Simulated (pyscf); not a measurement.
[Cl–Ga–SeH]• + HCl → Cl–Ga(Cl)–SeH + H• (atom transfer; doublet surface; Cl–H broken, Cl–Ga formed). Optimised with ωB97X-D3(BJ)/def2-SVP in PySCF. Energies in eV from the separated reactants.

```csv
level,barrier,reaction energy
ωB97X-D3(BJ)/def2-TZVP,0.82,+0.12
PBE/def2-TZVP,0.53,+0.40
r²SCAN/def2-TZVP,0.54,+0.30
B3LYP-D3(BJ)/def2-TZVP,…,+0.45
PBE0-D3(BJ)/def2-TZVP,…,…
HF/def2-TZVP,1.31,+0.03
```

Problem. Complete the blanks.

Solution. 
- B3LYP-D3(BJ)/def2-TZVP, barrier: 0.69
- PBE0-D3(BJ)/def2-TZVP, barrier: 0.62
- PBE0-D3(BJ)/def2-TZVP, reaction energy: +0.25

The functionals in the table span 0.29 eV in this barrier, from PBE to ωB97X-D3(BJ)/def2-TZVP. On the reactant side the descent ends in a complex, 0.26 eV under the separated species and 1.07 eV under the saddle at ωB97X-D3(BJ)/def2-TZVP. This is the saddle that the search found; another between the same sides may lie lower. The angle at the transferred Cl is 178°. Elements up to Kr have no core potential and no relativistic terms here.
